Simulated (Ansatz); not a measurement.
## Could VN$_{2}$ exist in this structure?

Plane-wave DFT in Ansatz with scalar-relativistic PAW potentials. The crystal relaxes under PBE to I4/mcm with a = 4.307 Å, c = 4.968 Å, 7.68 Å³/atom. No spin polarisation.

```
V N
1.0
    -2.15335    2.15335    2.48424
     2.15335   -2.15335    2.48424
     2.15335    2.15335   -2.48424
V N
2 4
Direct
  0.25000 0.25000 0.00000
  0.75000 0.75000 0.00000
  0.11357 0.61357 0.72715
  0.61357 0.88643 0.50000
  0.88643 0.38643 0.27285
  0.38643 0.11357 0.50000
```

Problem. Test it against the elements, against displacements at the zone centre and against strain.

Solution.
- Energy over the elements: -0.306 eV/atom (PBE, standard states in the same functional, gases uncorrected)
- Optical modes at Γ: all 15 real, 203 to 1007 cm⁻¹ (PBE, no gap at this level, so no LO-TO term)
- Least eigenvalue of the elastic tensor: 163 GPa (PBE, smearing 0.15 eV on a cell relaxed with it; where the run has no gap this value hangs on mesh and smearing)

It passes all three tests. So it is a local minimum against everything tried and bound against the elements. Modes at other wave vectors, other structures and decomposition into other compounds weren't tested here.